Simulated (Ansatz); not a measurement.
hcp Y, treated with RPBE in Ansatz (plane waves, PAW).

Numerical settings: plane-wave cutoff 520 eV, 18×18×10 k mesh (along the axes of the cell as run), Fermi–Dirac smearing 0.05 eV, scalar-relativistic PAW data made under PBE.

Cell (relaxed at this level):

```
CELL_PARAMETERS angstrom
      1.85024    -3.20471     0.00000
      1.85024     3.20471     0.00000
      0.00000     0.00000     5.75608
ATOMIC_POSITIONS crystal
  Y  0.33333 0.66667 0.25000
  Y  0.66667 0.33333 0.75000
```

Task: Give the computed bulk modulus B0 and pressure derivative B′ of the bulk modulus.

Result: 
- bulk modulus B0: 38.4 GPa
- pressure derivative B′ of the bulk modulus: 3.2

The run finds no gap.

Measured, for comparison: bulk modulus 41.7 GPa (zero-point energy and finite temperature contributions removed, our sources range from 37.3 to 41.7; as tabulated in doi:10.1021/acs.jctc.3c00612). Computed (rounded) less measured: bulk modulus -8 % (inside the range of the sources held).

Note: the bulk modulus comes from volumes at which shape and atoms were relaxed.

The computed numbers hold no vibrational or temperature effects.

Cost on a shared machine: very roughly 4 core-minutes.

Ansatz is a quantum-chemistry and plane-wave program.
